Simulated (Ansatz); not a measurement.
Debugging a composite energy at a relaxed geometry of HO (charge +1) (Ansatz's Python interface).

Notebook, run cell by cell (the value of a cell's last expression is shown):

In [1]:
```python
import itertools

import ansatz as az
from ase import Atoms
from ase.data import atomic_numbers, covalent_radii
import numpy as np
```

In [2]:
```python
atoms = Atoms(["H", "O"], positions=[
    (0.0, 0.0, 0.0),
    (0.0, 0.0, 1.02),
])
ho = az.Crystal.molecule_from_ase(atoms)
```

In [3]:
```python
job = (
    ho.calculation()
    .functional("r2scan", dispersion="d3bj")
    .charge(1)
    .spin("collinear", total=2)
)
symbols = [site.symbol for site in ho.cartesian_sites]
start = np.array([site.position_ang for site in ho.cartesian_sites], dtype=float)
r = job.relax(force_tolerance=0.01, max_steps=30).run(threads=1, pin="off").report
end = np.array(r["positions_ang"])
radius = [covalent_radii[atomic_numbers[s]] for s in symbols]
span = lambda where, i, j: np.linalg.norm(where[i] - where[j])
bonded = [(i, j) for i, j in itertools.combinations(range(len(symbols)), 2) if min(span(start, i, j), span(end, i, j)) < 1.2 * (radius[i] + radius[j])]
print("pair        before    after (A)")
for i, j in bonded:
    print(f"{symbols[i]}{i}-{symbols[j]}{j}".ljust(10), f"{span(start, i, j):8.4f} {span(end, i, j):8.4f}")

minimum = az.Crystal.molecule()
for symbol, place in zip(symbols, end):
    minimum = minimum.atom(symbol, place.tolist())
at_minimum = minimum.calculation().charge(1).spin("collinear", total=2)
level = lambda method, basis: at_minimum.basis(gaussian=basis).correlation(method).run(threads=1, pin="off").report
small, large, cluster = level("mp2", "cc-pVDZ"), level("mp2", "cc-pVTZ"), level("ccsd_t", "cc-pVDZ")
corr = lambda each: (each["free_energy_ev"] - each["reference_energy_ev"]) / 27.211386246
mp2_limit = (27 * corr(large) - 8 * corr(small)) / 19
pieces = {"HF / cc-pVTZ": large["reference_energy_ev"] / 27.211386246, "MP2 correlation, DZ-TZ limit": mp2_limit, "CCSD(T) - MP2 / cc-pVDZ": corr(cluster) - corr(small)}
for name, value in pieces.items():
    print(f"{name:32s} {value:14.6f} Ha")
print(f"{'sum':32s} {sum(pieces.values()):14.6f} Ha")
print("T1 diagnostic", round(cluster["correlation"]["coupled_cluster"]["t1_diagnostic"], 4))
```
```text
Traceback (most recent call last):
  File "<cell 3>", line 9, in <module>
    r = job.relax(force_tolerance=0.01, max_steps=30).run(threads=1, pin="off").report
        ~~~~~~~~~~~~~~~~~~~~~~~~~~~~~~~~~~~~~~~~~~~~~~~~~^^^^^^^^^^^^^^^^^^^^^^
  ...
ansatz.RefusalError: crystal.periodic: [false, false, false] — plane waves serve no molecule in free space; run it in a periodic box (the manual's SCF settings, § Molecules in a box). Leave crystal.periodic out and type crystal.lattice, kpoints, scf.occupations.method, an open shell's moments and, for an ion, output.charged_corrections. Or set basis.gaussian
```

Why does it end like this?

The fault: no basis is stated. The cap on steps that the faulty run carried goes too. The change:

```diff
--- before
+++ after
@@
     ho.calculation()
+    .basis(gaussian="def2-SVP")
     .functional("r2scan", dispersion="d3bj")
@@
 start = np.array([site.position_ang for site in ho.cartesian_sites], dtype=float)
-r = job.relax(force_tolerance=0.01, max_steps=30).run(threads=1, pin="off").report
+r = job.relax(force_tolerance=0.01).run(threads=1, pin="off").report
 end = np.array(r["positions_ang"])
```

Run as a notebook:

(earlier cells as before)

```python
job = (
    ho.calculation()
    .basis(gaussian="def2-SVP")
    .functional("r2scan", dispersion="d3bj")
    .charge(1)
    .spin("collinear", total=2)
)
symbols = [site.symbol for site in ho.cartesian_sites]
start = np.array([site.position_ang for site in ho.cartesian_sites], dtype=float)
r = job.relax(force_tolerance=0.01).run(threads=1, pin="off").report
end = np.array(r["positions_ang"])
radius = [covalent_radii[atomic_numbers[s]] for s in symbols]
span = lambda where, i, j: np.linalg.norm(where[i] - where[j])
bonded = [(i, j) for i, j in itertools.combinations(range(len(symbols)), 2) if min(span(start, i, j), span(end, i, j)) < 1.2 * (radius[i] + radius[j])]
print("pair        before    after (A)")
for i, j in bonded:
    print(f"{symbols[i]}{i}-{symbols[j]}{j}".ljust(10), f"{span(start, i, j):8.4f} {span(end, i, j):8.4f}")

minimum = az.Crystal.molecule()
for symbol, place in zip(symbols, end):
    minimum = minimum.atom(symbol, place.tolist())
at_minimum = minimum.calculation().charge(1).spin("collinear", total=2)
level = lambda method, basis: at_minimum.basis(gaussian=basis).correlation(method).run(threads=1, pin="off").report
small, large, cluster = level("mp2", "cc-pVDZ"), level("mp2", "cc-pVTZ"), level("ccsd_t", "cc-pVDZ")
corr = lambda each: (each["free_energy_ev"] - each["reference_energy_ev"]) / 27.211386246
mp2_limit = (27 * corr(large) - 8 * corr(small)) / 19
pieces = {"HF / cc-pVTZ": large["reference_energy_ev"] / 27.211386246, "MP2 correlation, DZ-TZ limit": mp2_limit, "CCSD(T) - MP2 / cc-pVDZ": corr(cluster) - corr(small)}
for name, value in pieces.items():
    print(f"{name:32s} {value:14.6f} Ha")
print(f"{'sum':32s} {sum(pieces.values()):14.6f} Ha")
print("T1 diagnostic", round(cluster["correlation"]["coupled_cluster"]["t1_diagnostic"], 4))
```

    DeckWarning: the engine holds no damping parameters fitted to this dispersion correction and functional, so the run takes those fitted to r2scan beside the three-body term, which d3bj leaves out (hamiltonian.dispersion, under Limitations)
    pair        before    after (A)
    H0-O1        1.0200   1.0422
    HF / cc-pVTZ                         -75.003299 Ha
    MP2 correlation, DZ-TZ limit          -0.159903 Ha
    CCSD(T) - MP2 / cc-pVDZ               -0.019939 Ha
    sum                                  -75.183140 Ha
    T1 diagnostic 0.0087

Total energies depend on the basis set; only differences at equal settings carry meaning. Warnings are shown shortened and without file and line. The sum leaves out core correlation, relativity, the Hartree-Fock basis error and zero-point energy; a DZ-TZ extrapolation is rough. The species is open-shell (spin multiplicity 3). Inner cores stay frozen, so this is valence correlation. The spin state was assumed, and another may lie lower. A dispersion term here runs with damping parameters fitted for another variant or functional. Hardware and time: 2.7 s on 1 thread of Arm Neoverse V2, on a shared host, peak memory 0.17 GiB.
